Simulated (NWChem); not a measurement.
# One shape, several levels: C2H7N (dimethylamine)

Wanted: a comparison of 5 runs (HF/STO-3G, HF/3-21G, B3LYP/6-31G*, MP3/cc-pVDZ) of C2H7N (dimethylamine). 

The calculation is run with NWChem 7.3.0.

1 further run of the same task is left out (set aside as unsound or not needed).

## (1) The molecule

The species is C2H7N (10 atoms), meant as a singlet with charge 0. SMILES: `CNC`. The coordinates come from a PBE0-D4/def2-TZVP relaxation.

Bond lengths: C1–N2 1.445 Å, N2–C3 1.445 Å, C1–H4 1.092 Å, C1–H5 1.094 Å, C1–H6 1.104 Å, N2–H7 1.011 Å, C3–H8 1.094 Å, C3–H9 1.092 Å, C3–H10 1.104 Å. Some angles: C1–N2–C3 112.8°, C1–N2–H7 109.8°, C3–N2–H7 109.8°, N2–C1–H4 110.0°, N2–C1–H5 109.4°, N2–C1–H6 114.0°, N2–C3–H8 109.4°, N2–C3–H9 110.0°, N2–C3–H10 114.0°, H4–C1–H5 107.5°.

## (2) Energy and gradient at HF/STO-3G (run 1)

File input.nw:

```
echo
start input
title "C2H7N gradient"
memory 2200 mb
geometry units angstroms noautosym nocenter noautoz
C       -0.856700       0.407300      -0.748800
N       -0.459900      -0.174400       0.512500
C        0.945800      -0.503900       0.558500
H       -1.910600       0.690500      -0.714000
H       -0.740700      -0.334800      -1.544500
H       -0.268400       1.295100      -1.038900
H       -0.689100       0.456900       1.268600
H        1.158300      -1.294800      -0.167100
H        1.207400      -0.885700       1.547500
H        1.613700       0.343700       0.326200
end
basis spherical bse
* library STO-3G
end
scf
thresh 1e-08
maxiter 80
end
task scf gradient
```

Run with:

```console
$ nwchem input.nw > input.out
```

Log:

```text
[...]
  functions       =    22
[...]
  wavefunction    = RHF
[...]
         Total SCF energy =   -132.609062203959
      One-electron energy =   -346.615524806900
      Two-electron energy =    129.486397304017
 Nuclear repulsion energy =     84.520065298924
        Time for solution =      0.7s
[...]
                         RHF ENERGY GRADIENTS
    atom               coordinates                        gradient
                 x          y          z           x          y          z
   1 C      -1.618928   0.769685  -1.415027    0.007332  -0.015183   0.032130
   2 N      -0.869085  -0.329568   0.968485    0.017007   0.020021  -0.009488
   3 C       1.787303  -0.952233   1.055412   -0.035699   0.006544   0.000806
   4 H      -3.610510   1.304856  -1.349264   -0.002655   0.000024  -0.000928
   5 H      -1.399720  -0.632680  -2.918682   -0.000102  -0.002548  -0.002839
   6 H      -0.507202   2.447384  -1.963236    0.004449   0.005292  -0.002844
   7 H      -1.302210   0.863416   2.397306    0.002908  -0.014380  -0.014023
   8 H       2.188870  -2.446817  -0.315773    0.000865  -0.003015  -0.002084
   9 H       2.281655  -1.673730   2.924351    0.001117  -0.001899   0.001867
  10 H       3.049451   0.649499   0.616429    0.004780   0.005144  -0.002597
[...]
```

Run time: 1.5 s. Hardware: 1 thread of Intel Xeon 6975P-C (Granite Rapids), shared host; peak memory 0.099 GiB.

## (3) Energy and gradient at HF/3-21G (run 2)

File c2h7n.nw:

```
start c2h7n
title "C2H7N"
memory total 2200 mb
geometry noautosym nocenter noautoz
 C    -0.856700    0.407300   -0.748800
 N    -0.459900   -0.174400    0.512500
 C     0.945800   -0.503900    0.558500
 H    -1.910600    0.690500   -0.714000
 H    -0.740700   -0.334800   -1.544500
 H    -0.268400    1.295100   -1.038900
 H    -0.689100    0.456900    1.268600
 H     1.158300   -1.294800   -0.167100
 H     1.207400   -0.885700    1.547500
 H     1.613700    0.343700    0.326200
end
basis spherical bse
 * library 3-21G
end
scf
 thresh 1e-08
 maxiter 80
end
task scf gradient
```

Run with:

```console
$ nwchem c2h7n.nw > c2h7n.out
```

Log:

```text
[...]
  functions       =    41
[...]
  wavefunction    = RHF
[...]
         Total SCF energy =   -133.492947897878
      One-electron energy =   -346.874293269584
      Two-electron energy =    128.861280072783
 Nuclear repulsion energy =     84.520065298924
        Time for solution =      1.1s
[...]
                         RHF ENERGY GRADIENTS
    atom               coordinates                        gradient
                 x          y          z           x          y          z
   1 C      -1.618928   0.769685  -1.415027    0.009672  -0.005788   0.023466
   2 N      -0.869085  -0.329568   0.968485    0.005419  -0.011431  -0.015438
   3 C       1.787303  -0.952233   1.055412   -0.023593   0.011011  -0.000742
   4 H      -3.610510   1.304856  -1.349264   -0.006013   0.001463   0.000213
   5 H      -1.399720  -0.632680  -2.918682    0.000673  -0.004700  -0.005025
   6 H      -0.507202   2.447384  -1.963236    0.003712   0.005541  -0.002420
   7 H      -1.302210   0.863416   2.397306    0.002725   0.006149   0.000539
   8 H       2.188870  -2.446817  -0.315773    0.001332  -0.005019  -0.004508
   9 H       2.281655  -1.673730   2.924351    0.001409  -0.002302   0.005640
  10 H       3.049451   0.649499   0.616429    0.004664   0.005075  -0.001724
[...]
```

It took 2 s on 1 thread of Intel Xeon 6975P-C (Granite Rapids), shared host; peak memory 0.097 GiB.

## (4) Energy and forces at B3LYP/6-31G(d) (spherical functions) (run 3)

File run.py:

```python
from ase import Atoms
from ase.calculators.nwchem import NWChem

molecule = Atoms(['C', 'N', 'C', 'H', 'H', 'H', 'H', 'H', 'H', 'H'], positions=[
    [-0.856700, 0.407300, -0.748800],
    [-0.459900, -0.174400, 0.512500],
    [0.945800, -0.503900, 0.558500],
    [-1.910600, 0.690500, -0.714000],
    [-0.740700, -0.334800, -1.544500],
    [-0.268400, 1.295100, -1.038900],
    [-0.689100, 0.456900, 1.268600],
    [1.158300, -1.294800, -0.167100],
    [1.207400, -0.885700, 1.547500],
    [1.613700, 0.343700, 0.326200],
])

calc = NWChem(
    label='c2h7n',
    theory='dft',
    memory='2200 mb',
    basis='6-31G*',
    basispar='spherical bse',
    dft={'xc': 'b3lyp', 'mult': '1', 'grid': 'xfine', 'convergence': 'energy 1e-08', 'iterations': '100', 'mulliken': None},
)
molecule.calc = calc

forces = molecule.get_forces()
print("Total energy (eV):", round(molecule.get_potential_energy(), 6))
print("forces (eV/A):")
for s, f in zip(molecule.symbols, forces):
    print(f"{s:2s} {f[0]:10.5f} {f[1]:10.5f} {f[2]:10.5f}")
print("dipole (e A):", molecule.get_dipole_moment().round(4))
```

Run with:

```console
$ export ASE_NWCHEM_COMMAND="nwchem PREFIX.nwi > PREFIX.nwo"
$ python run.py
```

Log:

```text
Total energy (eV): -3677.894306
forces (eV/A):
C    -0.06968    0.09976   -0.17334
N    -0.22590   -0.29105    0.10845
C     0.20713   -0.03929    0.03152
H    -0.11807    0.03852    0.00329
H     0.01327   -0.06921   -0.08582
H     0.05081    0.12382   -0.07708
H    -0.04654    0.16789    0.18075
H     0.02946   -0.07821   -0.07600
H     0.03291   -0.03713    0.11056
H     0.12655    0.08479   -0.02227
dipole (e A): [0.0778 0.188  0.0237]
```

The calculator wrote c2h7n.nwi:

```
title "c2h7n"

permanent_dir c2h7n

scratch_dir c2h7n

start c2h7n

geometry units angstrom nocenter noautosym noautoz
  C  -8.5670000000000002e-01 4.0730000000000000e-01 -7.4880000000000002e-01
  N  -4.5989999999999998e-01 -1.7440000000000000e-01 5.1249999999999996e-01
  C  9.4579999999999997e-01 -5.0390000000000001e-01 5.5850000000000000e-01
  H  -1.9106000000000001e+00 6.9050000000000000e-01 -7.1399999999999997e-01
  H  -7.4070000000000003e-01 -3.3479999999999999e-01 -1.5445000000000000e+00
  H  -2.6840000000000003e-01 1.2950999999999999e+00 -1.0388999999999999e+00
  H  -6.8910000000000005e-01 4.5689999999999997e-01 1.2685999999999999e+00
  H  1.1583000000000001e+00 -1.2948000000000000e+00 -1.6710000000000000e-01
  H  1.2074000000000000e+00 -8.8570000000000004e-01 1.5475000000000001e+00
  H  1.6136999999999999e+00 3.4370000000000001e-01 3.2619999999999999e-01
end

memory 2200 mb

basis spherical bse noprint
   * library 6-31G*
end

dft
  xc b3lyp
  mult 1
  grid xfine
  convergence energy 1e-08
  iterations 100
  mulliken
end

task dft gradient
```

c2h7n.nwo:

```text
Northwest Computational Chemistry Package (NWChem) 7.3.0
             --------------------------------------------------------

           Job information
           ---------------

    nwchem branch   = 7.3.0
    use scalapack   = T
    input           = c2h7n.nwi
    prefix          = c2h7n.
    data base       = c2h7n/c2h7n.db
    status          = startup
    nproc           =        1

           Memory information
           ------------------

[... 5 lines left out ...]
    hardfail = no
[... 107 lines left out ...]
  convergence criterion.
[... 42 lines left out ...]
          Spatial weights used:  Erf1
[... 32 lines left out ...]
 1-e energy   =    -345.077445
[... 46 lines left out ...]
           Coulomb energy =      149.087121192112
[... 464 lines left out ...]
          Convergence on density requested:  1.00D-05
[... 28 lines left out ...]
          total energy or number of iterations.
[... 36 lines left out ...]
                 ----------------------------------------
                 |  Time  |  1-e(secs)   |  2-e(secs)   |
                 ----------------------------------------
                 |  CPU   |       0.00   |       0.58   |
                 ----------------------------------------
                 |  WALL  |       0.00   |       0.58   |
                 ----------------------------------------

 Task  times  cpu:       22.2s     wall:       22.2s
 Total times  cpu:       22.2s     wall:       22.2s
```

It took 23 s on 1 thread of Intel Xeon 6975P-C (Granite Rapids), shared host; peak memory 0.14 GiB.

Run 4 isn't shown in full; the table further down has it.

## (5) The energy at MP3/cc-pVDZ (run 5)

File c2h7n.nw:

```
start c2h7n
memory stack 330 mb heap 110 mb global 1760 mb
charge 0

geometry units angstrom noautosym nocenter noautoz
 C     -0.856700     0.407300    -0.748800
 N     -0.459900    -0.174400     0.512500
 C      0.945800    -0.503900     0.558500
 H     -1.910600     0.690500    -0.714000
 H     -0.740700    -0.334800    -1.544500
 H     -0.268400     1.295100    -1.038900
 H     -0.689100     0.456900     1.268600
 H      1.158300    -1.294800    -0.167100
 H      1.207400    -0.885700     1.547500
 H      1.613700     0.343700     0.326200
end

basis "ao basis" spherical bse
 * library cc-pVDZ
end

scf
 thresh 1e-08
 maxiter 80
 print medium
end

tce
 scf
 mbpt3
 freeze core 3
 maxiter 60
end

task tce energy
```

Run with:

```console
$ nwchem c2h7n.nw > c2h7n.out
```

Log:

```text
[...]
  functions       =    77
[...]
  wavefunction    = RHF
[...]
         Total SCF energy =   -134.251363032836
      One-electron energy =   -347.985633679295
      Two-electron energy =    129.214205347536
 Nuclear repulsion energy =     84.520065298924
        Time for solution =     14.2s
[...]
         Wavefunction type : Restricted Hartree-Fock
          No. of electrons :    26
[...]
         Spin multiplicity : singlet
[...]
```

It took 33 s on 1 thread of Intel Xeon 6975P-C (Granite Rapids), shared host; peak memory 1 GiB.

## (6) Overview of the runs

| run | level | iteration cap | module | energy (Eh) | dipole moment (D) | HOMO energy (eV) | LUMO energy (eV) | wall time |
| --- | --- | --- | --- | --- | --- | --- | --- | --- |
| 1 | HF/STO-3G | 80 | scf | -132.609062 | 1.19 | -8.15 | 16.88 | 1.5 s |
| 2 | HF/3-21G | 80 | scf | -133.492948 | 1.29 | -9.59 | 7.16 | 2 s |
| 3 | B3LYP/6-31G* (spherical functions) | 100 | dft | -135.160124 | 0.98 | -5.80 | 2.41 | 23 s |
| 4 | B3LYP/6-31G* (Cartesian functions) | 100 | dft | -135.162574 | 0.99 | -5.80 | 2.40 | 25 s |
| 5 | MP3/cc-pVDZ | 80 | tce | -134.755765 | – | -9.86 | 5.01 | 33 s |

## (7) What came out

| quantity | value |
| --- | --- |
| run 5: total energy | -134.75576 Eh |
| run 5: HOMO energy (Hartree–Fock orbitals) | -9.86 eV |
| run 5: LUMO energy (Hartree–Fock orbitals) | 5.01 eV |
| run 5: HOMO–LUMO gap (Hartree–Fock orbitals) | 14.86 eV |
| run 5: correlation energy (3 core orbitals frozen) | -504.4 mEh |

In words: Over runs 1, 2, 3, 4 the dipole moment (its size) runs from 0.98 D (B3LYP/6-31G*) to 1.29 D (HF/3-21G). The two ends differ in method and basis. Over runs 1, 2, 3, 4 the HOMO–LUMO gap runs from 8.20 eV (B3LYP/6-31G*) to 25.03 eV (HF/STO-3G). In run 1 the basis is minimal, so the values are rough. All runs together took 86 s, the longest 33 s.
